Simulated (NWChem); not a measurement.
Program: NWChem. System: H3N, charge 0, spin multiplicity 1, displaced from the optimised geometry. Level: MP2/cc-pVDZ, 1 core orbitals frozen, spin-restricted.

Job file:

```
start mol
memory heap 200 mb stack 900 mb global 1100 mb
geometry units angstroms nocenter noautoz noautosym
  N      0.001600     0.128256     0.000000
  H     -0.472755    -0.293412     0.812430
  H     -0.709932    -0.504246    -1.218645
  H      0.934306    -0.310965     0.000000
end
basis spherical
  * library cc-pvdz
end
scf
  rhf
  nopen 0
  maxiter 100
  thresh 1e-7
  semidirect memsize 60000000 filesize 0
end
mp2
  freeze core 1
end
task mp2 energy
```

NWChem printed:

```
             Northwest Computational Chemistry Package (NWChem) 7.3.0
             --------------------------------------------------------

                                NWChem Input Module
                                -------------------

 Scaling coordinates for geometry "geometry" by  1.889725989
 (inverse scale =  0.529177249)

                             Geometry "geometry" -> ""
                             -------------------------

 Output coordinates in angstroms (scale by  1.889725989 to convert to a.u.)

  No.       Tag          Charge          X              Y              Z
 ---- ---------------- ---------- -------------- -------------- --------------
    1 N                    7.0000     0.00160000     0.12825600     0.00000000
    2 H                    1.0000    -0.47275500    -0.29341200     0.81243000
    3 H                    1.0000    -0.70993200    -0.50424600    -1.21864500
    4 H                    1.0000     0.93430600    -0.31096500     0.00000000

 Effective nuclear repulsion energy (a.u.)      10.4219414058

            Nuclear Dipole moment (a.u.)
            ----------------------------
        X                 Y               Z
 ---------------- ---------------- ----------------
    -0.4482070997    -0.3984128199    -0.7676350425


 Summary of "ao basis" -> "" (spherical)
 ------------------------------------------------------------------------------
       Tag                 Description            Shells   Functions and Types
 ---------------- ------------------------------  ------  ---------------------
 *                          cc-pvdz                   on all atoms

 Summary of "ao basis" -> "ao basis" (spherical)
 ------------------------------------------------------------------------------
       Tag                 Description            Shells   Functions and Types
 ---------------- ------------------------------  ------  ---------------------
 N                          cc-pvdz                  6       14   3s2p1d
 H                          cc-pvdz                  3        5   2s1p

                                 NWChem SCF Module
[...]
     1   1 0 0      0.081534      0.000000     -0.448207
     1   0 1 0     -0.672487      0.000000     -0.398413
     1   0 0 1      0.155741      0.000000     -0.767635

     2   2 0 0     -4.822717      0.000000      5.715297
     2   1 1 0      0.086508      0.000000      0.741326
     2   1 0 1      0.146149      0.000000      1.717949
     2   0 2 0     -6.623525      0.000000      1.971946
     2   0 1 1      0.186884      0.000000      1.343149
     2   0 0 2     -4.659106      0.000000      7.660426

                   NWChem MP2 Semi-direct Energy/Gradient Module
                   ---------------------------------------------

  Basis functions       =     29
  Molecular orbitals    =     29
  Frozen core           =      1
  Frozen virtuals       =      0
  Active alpha occupied =      4
  Active beta occupied  =      4
  Active alpha virtual  =     24
  Active beta virtual   =     24
  Use MO symmetry       = F
  Use skeleton AO sym   = F

  AO/Fock/Back tols     =   1.0D-09  1.0D-09  1.0D-09

 GA uses MA = F    GA memory limited = T

 Available:
  local mem=  1.26D+08
 global mem=  1.44D+08
 local disk=  0.00D+00
  mp2_memr nvloc                    24
  nvloc new                    24
   1 passes of   4:        2097152                       4163                    143470.
   1 passes of   4: M    126154906           G      144177518           F     124057754.

 Semi-direct pass number   1 of   1  for RHF alpha+beta  at        0.1s
  vrange nnbf                   435
  mp2_eaftype                    10  avail_ma_in_mb                  1099
 EAF : mp2_eaftype filesize          10      71735.
  mp2_eaf for mointskh                     10
Node 0 wrote      0.3 Mb in      0.0 s     Agg I/O rate:  1363.3 Mb/s
 Done moints_semi at        0.2s
  mp2_eaftype                    10  avail_ma_in_mb                  1089
 EAF : mp2_eaftype filesize          10      71735.
  mp2_eaf for kh                    10
 Done maket at        0.2s
 Done multipass loop at        0.2s

          -------------------------------------------
          SCF energy                 -56.094498843129
          Correlation energy          -0.199596470618
          Singlet pairs               -0.135136851327
          Triplet pairs               -0.064459619291
          Total MP2 energy           -56.294095313747
          -------------------------------------------

          ---------------------------------------------------
                    Spin Component Scaled (SCS) MP2
          Same spin pairs                     -0.042973079527
          Same spin scaling factor             0.333333333333
          Opposite spin pairs                 -0.156623391091
          Opposite spin scaling fact.          1.200000000000
          SCS-MP2 correlation energy          -0.202272429151
          Total SCS-MP2 energy               -56.296771272280
          ---------------------------------------------------

 -----------------------
 Performance information
 -----------------------

 Timer overhead =  1.31D-07 seconds/call

               Nr. of calls         CPU time (s)                 Wall time (s)                GFlops
             ---------------    -------------------     ------------------------------   -------------------
Name         Min   Avg   Max    Min     Avg     Max     Min     Avg     Max   Mx/calls   Min     Max     Sum
mp2: moin     1     1     1   6.39E-2 6.39E-2 6.39E-2  6.39E-2 6.39E-2 6.39E-2 6.39E-2   0.0     0.0     0.0
mp2: make     1     1     1   4.71E-3 4.71E-3 4.71E-3  4.71E-3 4.71E-3 4.71E-3 4.71E-3   0.0     0.0     0.0
mp2: tota     1     1     1   7.85E-2 7.85E-2 7.85E-2  7.85E-2 7.85E-2 7.85E-2 7.85E-2   0.0     0.0     0.0

 The average no. of pstat calls per process was 3.00D+00
 with a timing overhead of 3.92D-07s

 Task  times  cpu:        0.2s     wall:        0.2s

 Total times  cpu:        0.2s     wall:        0.2s
```
